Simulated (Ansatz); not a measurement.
# H₂O (singlet): trial inputs and their diagnosis at angle H2–O1–H3 = 105.1°

4 inputs are run for H₂O (singlet) as typed; the log has to tell whether the result can be used and what must change.

Method: the settings change from run to run; program: Ansatz 0.2.0, Gaussian basis.

9 further runs of the same task are left out: 1 for a mislabelled method, 4 that didn't finish, 4 set aside as unsound or not needed.

## 1. The geometry

The geometry derives from a PBE0/def2-TZVP stationary point (not a proven minimum). One angle is set to the value named; bond lengths are kept.

3 atoms, charge 0, spin multiplicity 1.

Atoms are counted from 1 here; the program's logs count them from 0.

Bond lengths: O1–H2 0.960 Å, O1–H3 0.960 Å. Angles: H2–O1–H3 105.1°.

## 2. Input 1

Input file in.yaml:

```yaml
crystal:
  periodic: [false, false, false]
  atoms:
    - {symbol: O, position_ang: [0.000000, -0.065318, 0.000000]}
    - {symbol: H, position_ang: [0.000000, 0.518410, -0.761550]}
    - {symbol: H, position_ang: [0.000000, 0.518410, 0.761550]}
basis:
  gaussian: {orbitals: def2-TZVPP}
magnetization: {spin_polarized: false}
correlation: {method: ccsdtq, electrons: all}
```

Command:

```
$ ansatz run in.yaml --threads 1 --pin off --events-out ev --progress --plain --max-ram 2393MiB
```

The log of the run:

```text
Functional definition: HF
  name "HF"
  cite "Fock, Z. Phys. 61, 126 (1930) doi:10.1007/BF01340294"
  parent pbe
  exchange = exact_x
  correlation = 0
719 factors; integrals over basis functions are off by at most 1.7e-7 eV
mean field evaluation 1: about -2067.9913 eV, gradient 3.3e1 eV
mean field evaluation 2: about -2067.9909 eV, gradient 3.3e1 eV
mean field evaluation 4: about -2069.7553 eV, gradient 1.4e0 eV
mean field evaluation 8: about -2069.7625 eV, gradient 2.7e-5 eV
mean field evaluation 16: about -2069.7621 eV, gradient 3.3e-1 eV
mean field -2069.76252593 eV, -76.0623698923 hartree, gradient 2.7e-6 eV, S^2 0.000000; 0 other end points of the search recorded, 0 dependent functions left out
reference -2069.76252593 eV, -76.0623698923 hartree; 5, 5 occupied and 54, 54 virtual orbitals, 719 factors
Error: with its amplitudes the run needs 4.08 GiB of memory by its plan, which may be too low or too high, and 2.33 GiB are given
refused for memory
```

Wall time 0.42 s (1 thread of Arm Neoverse V2, shared host).

Diagnosis: The run was refused for memory. The method is too large for the memory allowed. To mend it, freeze cores, shrink the basis or take a lower level.

## 3. Input 2

Input file in.yaml:

```yaml
crystal:
  periodic: [false, false, false]
  atoms:
    - {symbol: O, position_ang: [0.000000, 0.518410, -0.461550]}
    - {symbol: H, position_ang: [0.000000, 0.518410, -0.761550]}
    - {symbol: H, position_ang: [0.000000, 0.518410, 0.761550]}
basis:
  gaussian: {orbitals: cc-pVDZ}
magnetization: {spin_polarized: true, initial_magnetization: 0}
hamiltonian: {xc: hf}
output: {orbitals: {seedname: orbitals}}
```

Launched as before.

The log of the run:

```text
Functional definition: HF
  name "HF"
  cite "Fock, Z. Phys. 61, 126 (1930) doi:10.1007/BF01340294"
  parent pbe
  exchange = exact_x
  correlation = 0
213 factors; integrals over basis functions are off by at most 1.5e-3 eV
mean field evaluation 1: about -1956.3254 eV, gradient 4.4e1 eV
mean field evaluation 2: about -1956.3253 eV, gradient 4.4e1 eV
mean field evaluation 4: about -1962.7650 eV, gradient 1.4e0 eV
mean field evaluation 8: about -1962.7748 eV, gradient 3.8e-4 eV
a density is far from that of the atoms, so the factors are made again for it
228 factors; integrals over basis functions are off by at most 1.4e-3 eV
mean field evaluation 16: about -1962.7748 eV, gradient 2.3e-5 eV
mean field -1962.77484370 eV, -72.1306450892 hartree, gradient 2.3e-5 eV, S^2 0.000000; 0 other end points of the search recorded, 0 dependent functions left out
reference -1962.77484370 eV, -72.1306450892 hartree; 5, 5 occupied and 19, 19 virtual orbitals, 228 factors
Total energy: -1962.77484370 eV, -72.1306450892 hartree
```

It took 0.09 s on 1 thread of Arm Neoverse V2, shared host.

**Diagnosis.** The run converged, which proves nothing about the input. One atom lies on top of another. The shortest distance is 0.30 Å, against 0.96 Å in the geometry of step 1. Its energy belongs to another geometry. Cure: restore its position.

## 4. Input 3

Input file in.yaml:

```yaml
crystal:
  periodic: [false, false, false]
  atoms:
    - {symbol: O, position_ang: [0.000000, -0.065318, 0.000000]}
    - {symbol: H, position_ang: [0.000000, 0.518410, -0.761550]}
    - {symbol: H, position_ang: [0.000000, 0.518410, 0.761550]}
basis:
  gaussian: {orbitals: aug-cc-pVDZ}
correlation: {method: fic_mrcisd_q, electrons: valence, active_space: {window: {electrons: 14, orbitals: 14}}}
```

Launched as before.

The log of the run:

```text
Functional definition: HF
  name "HF"
  cite "Fock, Z. Phys. 61, 126 (1930) doi:10.1007/BF01340294"
  parent pbe
  exchange = exact_x
  correlation = 0
385 factors; integrals over basis functions are off by at most 7.7e-4 eV
mean field evaluation 1: about -2067.3228 eV, gradient 3.3e1 eV
mean field evaluation 2: about -2067.3221 eV, gradient 3.3e1 eV
mean field evaluation 4: about -2069.1817 eV, gradient 1.5e0 eV
mean field evaluation 8: about -2069.1893 eV, gradient 5.7e-4 eV
mean field -2069.18932416 eV, -76.0413051158 hartree, gradient 1.9e-6 eV, S^2 0.000000; 0 other end points of the search recorded, 0 dependent functions left out
reference -2069.18932416 eV, -76.0413051158 hartree; 5, 5 occupied and 36, 36 virtual orbitals, 385 factors
Error: 14 electrons in 14 orbitals form no window around the highest filled level of the reference
```

Wall time 0.12 s (1 thread of Arm Neoverse V2, shared host).

What is wrong: The run stopped with an error. The active window can't be built from these electrons and orbitals. Fix: choose counts that fit the spin, the electrons and the basis.

## 5. Input 4

Input file in.yaml:

```yaml
crystal:
  periodic: [false, false, false]
  atoms:
    - {symbol: O, position_ang: [0.300000, 0.818410, -0.461550]}
    - {symbol: H, position_ang: [0.000000, 0.518410, -0.761550]}
    - {symbol: H, position_ang: [0.000000, 0.518410, 0.761550]}
basis:
  gaussian: {orbitals: aug-cc-pVDZ}
correlation: {active_space: {ras: {orbitals: [4, 0, 36], electrons: 8, max_holes: 2, max_particles: 2}, fixed_orbitals: true}}
output: {forces: true}
```

Same command.

The log of the run (excerpt; [...] marks lines left out):

```text
Functional definition: HF
  name "HF"
  cite "Fock, Z. Phys. 61, 126 (1930) doi:10.1007/BF01340294"
  parent pbe
[...]
385 factors; integrals over basis functions are off by at most 8.5e-4 eV
[...]
mean field -2049.09218259 eV, -75.3027487856 hartree, gradient 9.4e-7 eV, S^2 0.000000; 0 other end points of the search recorded, 0 dependent functions left out
reference -2049.09218259 eV, -75.3027487856 hartree; 5, 5 occupied and 36, 36 virtual orbitals, 385 factors
state -2054.88082225 eV, -75.5154773695 hartree
[...]
Total energy: -2054.88082225 eV, -75.5154773695 hartree
Atom 0 at     0.300000     0.818410    -0.461550 Å, force    86.194311    86.194311    93.474323 eV/Å
Atom 1 at     0.000000     0.518410    -0.761550 Å, force   -87.628231   -87.628231   -87.045337 eV/Å
Atom 2 at     0.000000     0.518410     0.761550 Å, force     1.433920     1.433920    -6.428986 eV/Å
Dipole moment:    -0.239861    -0.239861     0.250086 e Å
```

Run time: 0.94 s. Hardware: 1 thread of Arm Neoverse V2, shared host.

**Diagnosis.** The run converged, which proves nothing about the input. One atom lies on top of another. The shortest distance is 0.52 Å, against 0.96 Å in the geometry of step 1. Its energy belongs to another geometry. To mend it, restore its position.

## 6. How the runs ended

```
input                        level                ended                                                               cause    time
    1     CCSDTQ on RHF/def2-TZVPP        out of memory                      the method is too large for the memory allowed  0.42 s
    2                   HF/cc-pVDZ            converged                                     one atom lies on top of another  0.09 s
    3  MRCISD+Q(14,14)/aug-cc-pVDZ  stopped by an error  the active window can't be built from these electrons and orbitals  0.12 s
    4             CISD/aug-cc-pVDZ            converged                                     one atom lies on top of another  0.94 s
```

1 out of memory, 2 converged, 1 stopped by an error. The input that converges on a wrong geometry or spin is the dangerous one: no error points at it, so geometry and ⟨S²⟩ have to be checked.
